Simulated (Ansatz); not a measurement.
System: fluorite CeO2. Method: LDA in Ansatz (PAW).

Settings: plane-wave cutoff 520 eV, 8×8×8 k mesh, no spin polarisation, scalar-relativistic PAW data made under PBE.

The cell has the measured lattice: a = b = c = 5.410 Å, α = β = γ = 90.00°.

Q: Give the computed Voigt–Reuss–Hill bulk modulus, elastic constant C44, Young modulus, Voigt–Reuss–Hill shear modulus (Hill average), elastic constant C11 and elastic constant C12.

A: 
* **Voigt–Reuss–Hill bulk modulus**: 181 GPa
* **elastic constant C44**: 58.2 GPa
* **Young modulus**: 208 GPa
* **Voigt–Reuss–Hill shear modulus (Hill average)**: 79.4 GPa
* **elastic constant C11**: 347 GPa
* **elastic constant C12**: 98.0 GPa

Measured, for comparison: elastic constant C44 60 GPa, elastic constant C11 403 GPa, elastic constant C12 105 GPa (temperature not stated, no zero-point or thermal correction; as tabulated in Atomistic and experimental study on thermal conductivity of bulk and porous …). Computed (rounded) less measured: elastic constant C44 -3 %, elastic constant C11 -14 %, elastic constant C12 -7 %.

Note: the cell isn't this level's own, so it is under some stress, which shifts stiffness and frequencies.

Elastic constants are with the ions relaxed.

Spin–orbit coupling is not included.

Ansatz is an electronic-structure program.
